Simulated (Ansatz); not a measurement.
Results of HSE06-D3(BJ) (Ansatz, a first-principles code, PAW) for 1T (CdI2-type) ZrSe2.

Numerical settings: plane-wave cutoff 520 eV, 6×6×4 k mesh (along the axes of the cell as run), Fermi–Dirac smearing 0.01 eV, scalar-relativistic PAW data made under PBE.

Starting structure:

```
CELL_PARAMETERS angstrom
      3.77000     0.00000     0.00000
     -1.88500     3.26492     0.00000
      0.00000     0.00000     6.14000
ATOMIC_POSITIONS crystal
  Zr 0.00000 0.00000 0.00000
  Se 0.33333 0.66667 0.25500
  Se 0.66667 0.33333 0.74500
```

### Question
Into what structure does the relaxation of cell and atoms lead at this level, with the symmetry of the start kept?

### Answer
The volume decreases by 5.5 %; final space group P-3m1.
```
CELL_PARAMETERS angstrom
      3.72703     0.00000     0.00000
     -1.86352     3.22770     0.00000
      0.00000     0.00000     5.93404
ATOMIC_POSITIONS crystal
  Zr 0.00000 0.00000 0.00000
  Se 0.33333 0.66667 0.26514
  Se 0.66667 0.33333 0.73486
```
